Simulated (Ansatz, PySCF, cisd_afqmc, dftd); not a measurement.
System: C3H4, charge 0, singlet. C3H4 (SMILES C1CC=1).
B3LYP-D3(BJ)/def2-TZVP minimum from Ansatz (a first-principles code):
```xyz
7

C     -0.0054     0.0051     0.8609
C     -0.0002    -0.6463    -0.4958
C      0.0065     0.6404    -0.5035
H      0.9023     0.0040     1.4624
H     -0.9206     0.0134     1.4509
H     -0.0016    -1.5779    -1.0322
H      0.0147     1.5655    -1.0509
```
Charge 0, spin multiplicity 1.

Quantity: enthalpy of formation at 298 K (by atomisation, with ideal-gas terms from PySCF's Hessian at B3LYP-D3(BJ)/def2-TZVP and the atoms' measured values of the G2/97 table; no spin-orbit terms), in kJ/mol. Radicals and triplets start from unrestricted determinants; spin-orbit coupling is neglected. Correlated methods leave the cores frozen. Rows without X2C or -DK are non-relativistic. AFQMC is phaseless with a CISD trial state; ± is one standard error, without the phaseless bias. Outlying blocks are dropped, and bars are widened where a walk drifts. Over all cases where full CI ran beside it in this data, AFQMC minus full CI had a median of +0.1 mEh and passed +0.4 mEh in a tenth of the cases. CBS(X,Y): correlation extrapolated as X^-3, Hartree-Fock from the larger set (Q,5: extrapolated as (X+1)exp(-9√X)). A bracket is a step between two methods taken in the basis named. Functionals run without relativity, which enters their misses. 'core' is core correlation in cc-pwCVTZ, 'X2C' scalar relativity in cc-pVTZ-DK, both at CCSD(T). For partners of very few electrons the exact lower level stands in for a higher one.

Measured: 67.9 kcal/mol, 283.9 kJ/mol (Active Thermochemical Tables 1.112 (ions: stationary electron), as tabulated in the package chemicals); atomic spin-orbit terms, which the calculations lack, would raise the computed values.

| level | program | enthalpy of formation at 298 K (kJ/mol) | error against that value |
|---|---|---|---|
| r2SCAN-D4/def2-TZVPD | Ansatz + dftd4 | 276.8 | -7.1 |
| r2SCAN/def2-TZVPD | Ansatz | 278.7 | -5.2 |
| r2SCANh-D4/def2-TZVPD | Ansatz + dftd4 | 293.0 | 9.1 |
| wB97X-V/def2-TZVPD | Ansatz | 285.7 | 1.8 |
| MP2/cc-pVTZ | Ansatz | 307.7 | 23.8 |
| CCSD/cc-pVTZ | Ansatz | 409.6 | 125.7 |
| CCSD(T)/CBS(cc-pVQZ,cc-pV5Z) | Ansatz | 296.7 | 12.8 |
| CCSDT(Q)/cc-pVDZ | Ansatz | 507.3 | 223.4 |
| AFQMC/CISD/cc-pVTZ | cisd_afqmc | 364.3 ± 1.3 | 80.4 |
| CCSD(T)/CBS(cc-pVQZ,cc-pV5Z) + [AFQMC/CISD - CCSD(T)]/cc-pVTZ + core + X2C | Ansatz + cisd_afqmc | 286.1 ± 1.3 | 2.2 |
| CCSD(T)/CBS(cc-pVQZ,cc-pV5Z) + [CCSDT(Q) - CCSD(T)]/cc-pVDZ + core + X2C | Ansatz | 282.5 | -1.4 |
